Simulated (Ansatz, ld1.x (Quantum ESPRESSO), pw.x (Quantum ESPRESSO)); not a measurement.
pw.x on fcc Al: one setting changed

Potential: norm-conserving Troullier–Martins (Kleinman–Bylander form), ld1.x (Quantum ESPRESSO) 7.5, PBE; core [Ne], reference 3s2 3p0.5; waves: 3s (bound): rc 2.10 bohr; 3p (bound): rc 2.70 bohr; 3d channel at 0.35 Ry: rc 2.25 bohr; local part: the d channel; core correction: a·sin(br)/r model core inside 1.70 bohr.

The reference run (k-mesh 14³, cutoffs 50/200 Ry, Fermi–Dirac 0.01 Ry, mixing_beta 0.4, conv_thr 1e-9, no spin) gives -0.42 GPa at 16.527 Å³/atom, where all-electron LAPW gives -0.17 GPa. This run, with its own iteration cap, changes nosym to true.

```
&control
  calculation='scf', prefix='x', pseudo_dir='./', outdir='./tmp', tstress=.true., disk_io='none'
/
&system
  ibrav=0, nat=1, ntyp=1, ecutwfc=50, ecutrho=200, nbnd=8,
  occupations='smearing', smearing='fd', degauss=0.01, nosym=.true.
/
&electrons
  conv_thr=1e-09, mixing_beta=0.4, electron_maxstep=60
/
ATOMIC_SPECIES
Al 1.0 Al.UPF
CELL_PARAMETERS angstrom
  0.00000000 2.02172157 2.02172157
  2.02172157 0.00000000 2.02172157
  2.02172157 2.02172157 0.00000000
ATOMIC_POSITIONS crystal
Al 0.0000 0.0000 0.0000
K_POINTS automatic
14 14 14 0 0 0
```

```bash
pw.x < Al.scf.in > Al.scf.out
```

Task: How does the run end?

Result: It converges in 7 iterations; the free energy moves by +0.0 meV/atom and the pressure by +0.00 GPa. The result is that of the reference run.

```
lattice parameter (alat)  =       5.4030  a.u.
     unit-cell volume          =     111.5297 (a.u.)^3
     number of electrons       =         3.00
     number of Kohn-Sham states=            8
     kinetic-energy cutoff     =      50.0000  Ry
     charge density cutoff     =     200.0000  Ry
     scf convergence threshold =      1.0E-09
     Exchange-correlation= PBE
     number of k points=  1376  Fermi-Dirac smearing, width (Ry)=  0.0100
     iteration #  1     ecut=    50.00 Ry     beta= 0.40
     total energy              =      -4.38665426 Ry
     estimated scf accuracy    <       0.01347267 Ry
     iteration #  2     ecut=    50.00 Ry     beta= 0.40
     total energy              =      -4.38537269 Ry
     estimated scf accuracy    <       0.00447381 Ry
     iteration #  3     ecut=    50.00 Ry     beta= 0.40
     total energy              =      -4.38547502 Ry
     estimated scf accuracy    <       0.00000433 Ry
     iteration #  4     ecut=    50.00 Ry     beta= 0.40
     total energy              =      -4.38547824 Ry
     estimated scf accuracy    <       0.00000050 Ry
     iteration #  5     ecut=    50.00 Ry     beta= 0.40
     total energy              =      -4.38547828 Ry
     estimated scf accuracy    <       0.00000001 Ry
     iteration #  6     ecut=    50.00 Ry     beta= 0.40
     total energy              =      -4.38547828 Ry
     estimated scf accuracy    <          1.1E-09 Ry
     iteration #  7     ecut=    50.00 Ry     beta= 0.40
     the Fermi energy is     7.9109 ev
!    total energy              =      -4.38547828 Ry
     estimated scf accuracy    <          2.0E-12 Ry
     smearing contrib. (-TS)   =      -0.00208040 Ry
     The total energy is F=E-TS. E is the sum of the following terms:
     one-electron contribution =       2.90432674 Ry
     hartree contribution      =       0.00772142 Ry
     xc contribution           =      -1.89513740 Ry
     ewald contribution        =      -5.40030864 Ry
     convergence has been achieved in   7 iterations
          total   stress  (Ry/bohr**3)                   (kbar)     P=       -4.21
     Message from routine punch:
     Nothing written, as per user request (disk_io='none')
```

The run took about 73 s on one core of a shared host (Intel(R) Xeon(R) Platinum 8259CL CPU @ 2.50GHz, 96 threads, 755 GiB, load 43).
